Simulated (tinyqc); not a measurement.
UKS/LDA (VWN5) in the sto-6g basis, for LiH, spin multiplicity 3, step by step (part 1 of 2). Computed by tinyqc, a small Python program that keeps every step (integrals from PySCF). Settings: charge = 0, multiplicity = 3, basis = sto-6g, energy threshold = 1e-10, iteration cap = 70, orthogonalisation = symmetric, start = core, DIIS depth = 3, DIIS from iteration = 3, method = UKS, functional = lda,vwn, grid = [40, 14]. Command: `OMP_NUM_THREADS=1 python tinyqc.py 23434 23435 out.jsonl` (the two numbers bound the seeds that draw the settings). One thread of a shared host (Intel(R) Xeon(R) Processor @ 2.60GHz), about 2 s of CPU time with the checks. Later iterations appear only in the table of the cycle.

## One-electron integrals

Geometry (angstrom):

| atom | x | y | z |
|---|---|---|---|
| Li | 0.0000 | 0.0000 | 0.0000 |
| H | 0.0000 | 0.0000 | 1.3650 |

Basis sto-6g: exponents (1/bohr^2) and contraction coefficients of normalised primitives:

| element | l (shell) | exponent | coefficient |
|---|---|---|---|
| Li | s (1) | 167.1758 | 0.0092 |
| Li | s (1) | 30.6515 | 0.0494 |
| Li | s (1) | 8.5752 | 0.1685 |
| Li | s (1) | 2.9458 | 0.3706 |
| Li | s (1) | 1.1439 | 0.4165 |
| Li | s (1) | 0.4711 | 0.1303 |
| Li | s (2) | 6.5976 | -0.0133 |
| Li | s (2) | 1.3058 | -0.0470 |
| Li | s (2) | 0.4059 | -0.0338 |
| Li | s (2) | 0.1561 | 0.2502 |
| Li | s (2) | 0.0678 | 0.5951 |
| Li | s (2) | 0.0311 | 0.2407 |
| Li | p (3) | 6.5976 | 0.0038 |
| Li | p (3) | 1.3058 | 0.0377 |
| Li | p (3) | 0.4059 | 0.1739 |
| Li | p (3) | 0.1561 | 0.4180 |
| Li | p (3) | 0.0678 | 0.4259 |
| Li | p (3) | 0.0311 | 0.1017 |
| H | s (1) | 35.5232 | 0.0092 |
| H | s (1) | 6.5131 | 0.0494 |
| H | s (1) | 1.8221 | 0.1685 |
| H | s (1) | 0.6260 | 0.3706 |
| H | s (1) | 0.2431 | 0.4165 |
| H | s (1) | 0.1001 | 0.1303 |

Overlap, kinetic and nuclear-attraction integrals over the contracted functions; the nuclear repulsion is the sum of Za Zb / Rab.

nuclear repulsion = 1.163027 hartree

overlap S, lower triangle:
```
         1Li 1s  1Li 2s  1Li 2px  1Li 2py  1Li 2pz   2H 1s
1Li 1s   1.0000
1Li 2s   0.2357  1.0000
1Li 2px  0.0000  0.0000   1.0000
1Li 2py  0.0000  0.0000   0.0000   1.0000
1Li 2pz  0.0000  0.0000   0.0000   0.0000   1.0000
2H 1s    0.1122  0.4555   0.0000   0.0000   0.5467  1.0000
```

kinetic energy T (hartree), lower triangle:
```
          1Li 1s  1Li 2s  1Li 2px  1Li 2py  1Li 2pz   2H 1s
1Li 1s    3.6167
1Li 2s   -0.1107  0.1065
1Li 2px   0.0000  0.0000   0.3200
1Li 2py   0.0000  0.0000   0.0000   0.3200
1Li 2pz   0.0000  0.0000   0.0000   0.0000   0.3200
2H 1s    -0.0142  0.0573   0.0000   0.0000   0.1681  0.7685
```

nuclear attraction V (hartree), lower triangle:
```
          1Li 1s   1Li 2s  1Li 2px  1Li 2py  1Li 2pz    2H 1s
1Li 1s   -8.4548
1Li 2s   -0.9196  -1.5172
1Li 2px   0.0000   0.0000  -1.4814
1Li 2py   0.0000   0.0000   0.0000  -1.4814
1Li 2pz  -0.0230  -0.1336   0.0000   0.0000  -1.5886
2H 1s    -0.4955  -0.9056   0.0000   0.0000  -1.1176  -2.3944
```

core Hamiltonian H = T + V (hartree), lower triangle:
```
          1Li 1s   1Li 2s  1Li 2px  1Li 2py  1Li 2pz    2H 1s
1Li 1s   -4.8381
1Li 2s   -1.0303  -1.4106
1Li 2px   0.0000   0.0000  -1.1614
1Li 2py   0.0000   0.0000   0.0000  -1.1614
1Li 2pz  -0.0230  -0.1336   0.0000   0.0000  -1.2686
2H 1s    -0.5097  -0.8483   0.0000   0.0000  -0.9496  -1.6259
```

## Two-electron integrals

Functions are numbered as in S; the eight-fold symmetry (ij|kl) = (ji|kl) = (kl|ij) leaves the list below.

Two-electron integrals (ij|kl) in chemists' order, unique and non-zero (hartree):
```
(11|11) 1.6812   (21|11) 0.2426   (21|21) 0.0445   (22|11) 0.3972
(22|21) 0.0903   (22|22) 0.2906   (31|31) 0.0094   (32|31) 0.0143
(32|32) 0.0642   (33|11) 0.3972   (33|21) 0.0903   (33|22) 0.2906
(33|33) 0.3131   (41|41) 0.0094   (42|41) 0.0143   (42|42) 0.0642
(43|43) 0.0169   (44|11) 0.3972   (44|21) 0.0903   (44|22) 0.2906
(44|33) 0.2794   (44|44) 0.3131   (51|51) 0.0094   (52|51) 0.0143
(52|52) 0.0642   (53|53) 0.0169   (54|54) 0.0169   (55|11) 0.3972
(55|21) 0.0903   (55|22) 0.2906   (55|33) 0.2794   (55|44) 0.2794
(55|55) 0.3131   (61|11) 0.1200   (61|21) 0.0213   (61|22) 0.0429
(61|33) 0.0424   (61|44) 0.0424   (61|51) 0.0028   (61|52) 0.0053
(61|55) 0.0440   (61|61) 0.0113   (62|11) 0.1908   (62|21) 0.0434
(62|22) 0.1390   (62|33) 0.1330   (62|44) 0.1330   (62|51) 0.0076
(62|52) 0.0375   (62|55) 0.1509   (62|61) 0.0242   (62|62) 0.0983
(63|31) 0.0045   (63|32) 0.0182   (63|53) 0.0064   (63|63) 0.0089
(64|41) 0.0045   (64|42) 0.0182   (64|54) 0.0064   (64|64) 0.0089
(65|11) 0.2138   (65|21) 0.0493   (65|22) 0.1638   (65|33) 0.1534
(65|44) 0.1534   (65|51) 0.0119   (65|52) 0.0578   (65|55) 0.1845
(65|61) 0.0292   (65|62) 0.1294   (65|65) 0.1748   (66|11) 0.3839
(66|21) 0.0892   (66|22) 0.3031   (66|33) 0.2786   (66|44) 0.2786
(66|51) 0.0204   (66|52) 0.1113   (66|55) 0.3521   (66|61) 0.0534
(66|62) 0.2587   (66|65) 0.3573   (66|66) 0.7750
```

## Orthogonalisation

S = U s U^T; symmetric (Loewdin) form X = U s^(-1/2) U^T, so that X^T S X = 1.

eigenvalues of S: 0.2873  0.7997  1.0000  1.0000  1.1531  1.7599

X, lower triangle:
```
          1Li 1s   1Li 2s  1Li 2px  1Li 2py  1Li 2pz   2H 1s
1Li 1s    1.0222
1Li 2s   -0.1166   1.1482
1Li 2px   0.0000   0.0000   1.0000
1Li 2py   0.0000   0.0000   0.0000   1.0000
1Li 2pz   0.0067   0.1529   0.0000   0.0000   1.1850
2H 1s    -0.0207  -0.3485   0.0000   0.0000  -0.4219  1.3138
```

## Starting guess

The start is the orbitals of the core Hamiltonian; D(s) = C_occ C_occ^T for each spin.

D(alpha) at the start, lower triangle:
```
          1Li 1s  1Li 2s  1Li 2px  1Li 2py  1Li 2pz   2H 1s
1Li 1s    1.0285
1Li 2s   -0.0548  0.0348
1Li 2px   0.0000  0.0000   0.1061
1Li 2py   0.0000  0.0000   0.3079   0.8939
1Li 2pz  -0.0197  0.0380   0.0000   0.0000   0.0431
2H 1s    -0.0939  0.1456   0.0000   0.0000   0.1645  0.6280
```

D(beta) at the start, lower triangle:
```
          1Li 1s   1Li 2s  1Li 2px  1Li 2py  1Li 2pz   2H 1s
1Li 1s    1.0143
1Li 2s   -0.0329   0.0011
1Li 2px   0.0000   0.0000   0.0000
1Li 2py   0.0000   0.0000   0.0000   0.0000
1Li 2pz   0.0051  -0.0002   0.0000   0.0000   0.0000
2H 1s     0.0005   0.0000   0.0000   0.0000   0.0000  0.0000
```

## Iteration 1: exchange-correlation on the grid

Becke grid with 40 radial and 14 angular points per atom, points of zero weight dropped. rho = sum D_ij phi_i phi_j; V_xc,ij = sum w v_xc phi_i phi_j; v_xc is d(rho eps)/d rho(s) for spin s.

The 12 grid points with the largest w rho, of 1091 (bohr, atomic units):

| x | y | z | w | rho(alpha) | rho(beta) | eps_xc | v_xc(alpha) |
|---|---|---|---|---|---|---|---|
| 0.3073 | 0.3073 | -0.3073 | 0.0324 | 0.3655 | 0.3556 | -0.7312 | -0.9636 |
| -0.3073 | -0.3073 | -0.3073 | 0.0324 | 0.3655 | 0.3556 | -0.7312 | -0.9636 |
| 0.3073 | 0.3073 | 0.3073 | 0.0324 | 0.3633 | 0.3564 | -0.7307 | -0.9620 |
| -0.3073 | -0.3073 | 0.3073 | 0.0324 | 0.3633 | 0.3564 | -0.7307 | -0.9620 |
| -0.3073 | 0.3073 | -0.3073 | 0.0324 | 0.3603 | 0.3556 | -0.7295 | -0.9596 |
| 0.3073 | -0.3073 | -0.3073 | 0.0324 | 0.3603 | 0.3556 | -0.7295 | -0.9596 |
| -0.3073 | 0.3073 | 0.3073 | 0.0324 | 0.3581 | 0.3564 | -0.7291 | -0.9580 |
| 0.3073 | -0.3073 | 0.3073 | 0.0324 | 0.3581 | 0.3564 | -0.7291 | -0.9580 |
| 0.2426 | 0.2426 | -0.2426 | 0.0172 | 0.6643 | 0.6529 | -0.8835 | -1.1645 |
| -0.2426 | -0.2426 | -0.2426 | 0.0172 | 0.6643 | 0.6529 | -0.8835 | -1.1645 |
| -0.2426 | -0.2426 | 0.2426 | 0.0172 | 0.6606 | 0.6538 | -0.8829 | -1.1626 |
| 0.2426 | 0.2426 | 0.2426 | 0.0172 | 0.6606 | 0.6538 | -0.8829 | -1.1626 |

electrons on the grid, sum of w rho = 3.9841

E_xc = sum of w rho eps_xc = -2.102485 hartree

V_xc(alpha) (hartree), lower triangle:
```
          1Li 1s   1Li 2s  1Li 2px  1Li 2py  1Li 2pz    2H 1s
1Li 1s   -1.0534
1Li 2s   -0.1300  -0.2186
1Li 2px   0.0000   0.0000  -0.1929
1Li 2py   0.0000   0.0000  -0.0169  -0.2375
1Li 2pz  -0.0049  -0.0484   0.0000   0.0000  -0.2252
2H 1s    -0.0697  -0.1553   0.0000   0.0000  -0.2006  -0.4527
```

V_xc(beta) (hartree), lower triangle:
```
          1Li 1s   1Li 2s  1Li 2px  1Li 2py  1Li 2pz    2H 1s
1Li 1s   -1.0429
1Li 2s   -0.1203  -0.1525
1Li 2px   0.0000   0.0000  -0.1431
1Li 2py   0.0000   0.0000  -0.0073  -0.1622
1Li 2pz  -0.0018  -0.0209   0.0000   0.0000  -0.1521
2H 1s    -0.0627  -0.0884   0.0000   0.0000  -0.1049  -0.2088
```

## Iteration 1: building the Kohn-Sham matrix

J_ij = sum D_kl (ij|kl) with D = D(alpha) + D(beta); F = H + J + V_xc; E = tr D H + tr D J / 2 + E_xc + E_nn.

Coulomb J (hartree), lower triangle:
```
         1Li 1s  1Li 2s  1Li 2px  1Li 2py  1Li 2pz   2H 1s
1Li 1s   4.1651
1Li 2s   0.6661  1.3858
1Li 2px  0.0000  0.0000   1.3572
1Li 2py  0.0000  0.0000   0.0104   1.3838
1Li 2pz  0.0192  0.1033   0.0000   0.0000   1.4164
2H 1s    0.3356  0.7585   0.0000   0.0000   0.9134  1.7506
```

F(alpha) (hartree), lower triangle:
```
          1Li 1s   1Li 2s  1Li 2px  1Li 2py  1Li 2pz    2H 1s
1Li 1s   -1.7265
1Li 2s   -0.4941  -0.2434
1Li 2px   0.0000   0.0000   0.0029
1Li 2py   0.0000   0.0000  -0.0065  -0.0150
1Li 2pz  -0.0087  -0.0788   0.0000   0.0000  -0.0775
2H 1s    -0.2438  -0.2451   0.0000   0.0000  -0.2367  -0.3281
```

F(beta) (hartree), lower triangle:
```
          1Li 1s   1Li 2s  1Li 2px  1Li 2py  1Li 2pz    2H 1s
1Li 1s   -1.7159
1Li 2s   -0.4845  -0.1773
1Li 2px   0.0000   0.0000   0.0528
1Li 2py   0.0000   0.0000   0.0031   0.0602
1Li 2pz  -0.0056  -0.0513   0.0000   0.0000  -0.0043
2H 1s    -0.2368  -0.1783   0.0000   0.0000  -0.1410  -0.0841
```

total energy of this density = -7.675947 hartree

## Iteration 1: diagonalisation and new density

Diagonalise F' = X^T F X, C = X C', fill 3 alpha and 1 beta electrons from the bottom; D(s) = C_occ C_occ^T. Each column has its largest component positive (the first on a tie).

F' = X^T F X (alpha) (hartree), lower triangle:
```
         1        2        3        4        5        6
1  -1.6803
2  -0.2679  -0.0795
3   0.0000   0.0000   0.0029
4   0.0000   0.0000  -0.0065  -0.0150
5   0.0127   0.0268   0.0000   0.0000   0.0670
6  -0.0852  -0.1642   0.0000   0.0000  -0.2258  -0.1408
```

orbital energies (alpha) (hartree): MO1 -1.7317, MO2 -0.3258, MO3 -0.0291, MO4 -0.0172, MO5 0.0051, MO6 0.2531

coefficients C (alpha):
```
            MO1      MO2      MO3     MO4      MO5      MO6
1Li 1s   0.9845  -0.1772  -0.2370  0.0000   0.0000   0.0447
1Li 2s   0.0520   0.2159   0.9511  0.0000   0.0000  -0.7232
1Li 2px  0.0000   0.0000   0.0000  0.3077   0.9515   0.0000
1Li 2py  0.0000   0.0000   0.0000  0.9515  -0.3077   0.0000
1Li 2pz  0.0018   0.2400  -0.4169  0.0000   0.0000  -1.1722
2H 1s    0.0136   0.7528  -0.2389  0.0000   0.0000   1.1840
```

F' = X^T F X (beta) (hartree), lower triangle:
```
         1        2       3       4        5       6
1  -1.6706
2  -0.2663  -0.0170
3   0.0000   0.0000  0.0528
4   0.0000   0.0000  0.0031  0.0602
5   0.0133   0.0439  0.0000  0.0000   0.1204
6  -0.0917  -0.1803  0.0000  0.0000  -0.2251  0.1420
```

orbital energies (beta) (hartree): MO1 -1.7201, MO2 -0.1444, MO3 0.0207, MO4 0.0517, MO5 0.0614, MO6 0.4186

coefficients C (beta):
```
            MO1      MO2      MO3      MO4     MO5      MO6
1Li 1s   0.9867  -0.2025  -0.2078   0.0000  0.0000   0.0349
1Li 2s   0.0471   0.4553   0.8308   0.0000  0.0000  -0.7596
1Li 2px  0.0000   0.0000   0.0000   0.9389  0.3441   0.0000
1Li 2py  0.0000   0.0000   0.0000  -0.3441  0.9389   0.0000
1Li 2pz  0.0006   0.3820  -0.5752   0.0000  0.0000  -1.0624
2H 1s    0.0086   0.5032  -0.1774   0.0000  0.0000   1.3195
```

D(alpha) after iteration 1, lower triangle:
```
          1Li 1s   1Li 2s  1Li 2px  1Li 2py  1Li 2pz   2H 1s
1Li 1s    1.0569
1Li 2s   -0.2125   0.9538
1Li 2px   0.0000   0.0000   0.0000
1Li 2py   0.0000   0.0000   0.0000   0.0000
1Li 2pz   0.0581  -0.3446   0.0000   0.0000   0.2314
2H 1s    -0.0634  -0.0640   0.0000   0.0000   0.2803  0.6241
```

D(beta) after iteration 1, lower triangle:
```
         1Li 1s  1Li 2s  1Li 2px  1Li 2py  1Li 2pz   2H 1s
1Li 1s   0.9735
1Li 2s   0.0465  0.0022
1Li 2px  0.0000  0.0000   0.0000
1Li 2py  0.0000  0.0000   0.0000   0.0000
1Li 2pz  0.0006  0.0000   0.0000   0.0000   0.0000
2H 1s    0.0085  0.0004   0.0000   0.0000   0.0000  0.0001
```

## Iteration 2: exchange-correlation on the grid

As before.

The 12 grid points with the largest w rho, of 1091 (bohr, atomic units):

| x | y | z | w | rho(alpha) | rho(beta) | eps_xc | v_xc(alpha) |
|---|---|---|---|---|---|---|---|
| -0.3073 | -0.3073 | 0.3073 | 0.0324 | 0.3628 | 0.3482 | -0.7280 | -0.9610 |
| 0.3073 | -0.3073 | 0.3073 | 0.0324 | 0.3628 | 0.3482 | -0.7280 | -0.9610 |
| 0.3073 | 0.3073 | 0.3073 | 0.0324 | 0.3628 | 0.3482 | -0.7280 | -0.9610 |
| -0.3073 | 0.3073 | 0.3073 | 0.0324 | 0.3628 | 0.3482 | -0.7280 | -0.9610 |
| -0.3073 | -0.3073 | -0.3073 | 0.0324 | 0.3584 | 0.3479 | -0.7265 | -0.9575 |
| 0.3073 | -0.3073 | -0.3073 | 0.0324 | 0.3584 | 0.3479 | -0.7265 | -0.9575 |
| 0.3073 | 0.3073 | -0.3073 | 0.0324 | 0.3584 | 0.3479 | -0.7265 | -0.9575 |
| -0.3073 | 0.3073 | -0.3073 | 0.0324 | 0.3584 | 0.3479 | -0.7265 | -0.9575 |
| 0.0000 | 0.0000 | 1.6630 | 0.3750 | 0.0588 | 0.0012 | -0.3859 | -0.5132 |
| -0.2426 | -0.2426 | 0.2426 | 0.0172 | 0.6695 | 0.6346 | -0.8808 | -1.1664 |
| 0.2426 | -0.2426 | 0.2426 | 0.0172 | 0.6695 | 0.6346 | -0.8808 | -1.1664 |
| -0.2426 | 0.2426 | 0.2426 | 0.0172 | 0.6695 | 0.6346 | -0.8808 | -1.1664 |

electrons on the grid, sum of w rho = 3.9795

E_xc = sum of w rho eps_xc = -2.062330 hartree

V_xc(alpha) (hartree), lower triangle:
```
          1Li 1s   1Li 2s  1Li 2px  1Li 2py  1Li 2pz    2H 1s
1Li 1s   -1.0537
1Li 2s   -0.1296  -0.2285
1Li 2px   0.0000   0.0000  -0.2118
1Li 2py   0.0000   0.0000   0.0000  -0.2118
1Li 2pz   0.0001  -0.0067   0.0000   0.0000  -0.2619
2H 1s    -0.0685  -0.1490   0.0000   0.0000  -0.1928  -0.4471
```

V_xc(beta) (hartree), lower triangle:
```
          1Li 1s   1Li 2s  1Li 2px  1Li 2py  1Li 2pz    2H 1s
1Li 1s   -1.0355
1Li 2s   -0.1211  -0.1652
1Li 2px   0.0000   0.0000  -0.1587
1Li 2py   0.0000   0.0000   0.0000  -0.1587
1Li 2pz   0.0001  -0.0023   0.0000   0.0000  -0.1783
2H 1s    -0.0626  -0.0912   0.0000   0.0000  -0.1087  -0.2237
```

## Iteration 2: building the Kohn-Sham matrix

As before.

Coulomb J (hartree), lower triangle:
```
         1Li 1s  1Li 2s  1Li 2px  1Li 2py  1Li 2pz   2H 1s
1Li 1s   4.1267
1Li 2s   0.6605  1.3802
1Li 2px  0.0000  0.0000   1.3573
1Li 2py  0.0000  0.0000   0.0000   1.3573
1Li 2pz  0.0094  0.0539   0.0000   0.0000   1.4260
2H 1s    0.3298  0.7347   0.0000   0.0000   0.8798  1.6920
```

F(alpha) (hartree), lower triangle:
```
          1Li 1s   1Li 2s  1Li 2px  1Li 2py  1Li 2pz    2H 1s
1Li 1s   -1.7651
1Li 2s   -0.4994  -0.2590
1Li 2px   0.0000   0.0000  -0.0159
1Li 2py   0.0000   0.0000   0.0000  -0.0159
1Li 2pz  -0.0135  -0.0864   0.0000   0.0000  -0.1046
2H 1s    -0.2484  -0.2627   0.0000   0.0000  -0.2625  -0.3811
```

F(beta) (hartree), lower triangle:
```
          1Li 1s   1Li 2s  1Li 2px  1Li 2py  1Li 2pz    2H 1s
1Li 1s   -1.7469
1Li 2s   -0.4909  -0.1957
1Li 2px   0.0000   0.0000   0.0372
1Li 2py   0.0000   0.0000   0.0000   0.0372
1Li 2pz  -0.0135  -0.0820   0.0000   0.0000  -0.0209
2H 1s    -0.2425  -0.2048   0.0000   0.0000  -0.1784  -0.1577
```

total energy of this density = -7.720243 hartree

## Iteration 2: diagonalisation and new density

As before.

F' = X^T F X (alpha) (hartree), lower triangle:
```
         1        2        3        4        5        6
1  -1.7196
2  -0.2670  -0.0922
3   0.0000   0.0000  -0.0159
4   0.0000   0.0000   0.0000  -0.0159
5   0.0084   0.0232   0.0000   0.0000   0.0445
6  -0.0840  -0.1653   0.0000   0.0000  -0.2293  -0.1963
```

orbital energies (alpha) (hartree): MO1 -1.7699, MO2 -0.3735, MO3 -0.0432, MO4 -0.0159, MO5 -0.0159, MO6 0.2230

coefficients C (alpha):
```
            MO1      MO2      MO3      MO4     MO5      MO6
1Li 1s   0.9854  -0.1722  -0.2363   0.0000  0.0000  -0.0493
1Li 2s   0.0489   0.1815   0.9562   0.0000  0.0000   0.7261
1Li 2px  0.0000   0.0000   0.0000   1.0000  0.0055   0.0000
1Li 2py  0.0000   0.0000   0.0000  -0.0055  1.0000   0.0000
1Li 2pz  0.0047   0.2199  -0.4106   0.0000  0.0000   1.1784
2H 1s    0.0137   0.7847  -0.2270   0.0000  0.0000  -1.1655
```

F' = X^T F X (beta) (hartree), lower triangle:
```
         1        2       3       4        5       6
1  -1.7016
2  -0.2675  -0.0350
3   0.0000   0.0000  0.0372
4   0.0000   0.0000  0.0000  0.0372
5   0.0085   0.0173  0.0000  0.0000   0.1132
6  -0.0900  -0.1777  0.0000  0.0000  -0.2343  0.0668
```

orbital energies (beta) (hartree): MO1 -1.7510, MO2 -0.2049, MO3 0.0274, MO4 0.0372, MO5 0.0372, MO6 0.3718

coefficients C (beta):
```
            MO1      MO2      MO3     MO4      MO5      MO6
1Li 1s   0.9868  -0.1979  -0.2122  0.0000   0.0000   0.0315
1Li 2s   0.0469   0.4052   0.8869  0.0000   0.0000  -0.7237
1Li 2px  0.0000   0.0000   0.0000  0.9908  -0.1354   0.0000
1Li 2py  0.0000   0.0000   0.0000  0.1354   0.9908   0.0000
1Li 2pz  0.0064   0.3649  -0.5014  0.0000   0.0000  -1.1050
2H 1s    0.0079   0.5505  -0.2358  0.0000   0.0000   1.2912
```

D(alpha) after iteration 2, lower triangle:
```
          1Li 1s   1Li 2s  1Li 2px  1Li 2py  1Li 2pz   2H 1s
1Li 1s    1.0565
1Li 2s   -0.2091   0.9497
1Li 2px   0.0000   0.0000   0.0000
1Li 2py   0.0000   0.0000   0.0000   0.0000
1Li 2pz   0.0638  -0.3525   0.0000   0.0000   0.2169
2H 1s    -0.0679  -0.0740   0.0000   0.0000   0.2658  0.6675
```

D(beta) after iteration 2, lower triangle:
```
         1Li 1s  1Li 2s  1Li 2px  1Li 2py  1Li 2pz   2H 1s
1Li 1s   0.9737
1Li 2s   0.0463  0.0022
1Li 2px  0.0000  0.0000   0.0000
1Li 2py  0.0000  0.0000   0.0000   0.0000
1Li 2pz  0.0063  0.0003   0.0000   0.0000   0.0000
2H 1s    0.0078  0.0004   0.0000   0.0000   0.0001  0.0001
```

Within a degenerate level the vectors are fixed only up to a rotation; this is one choice.
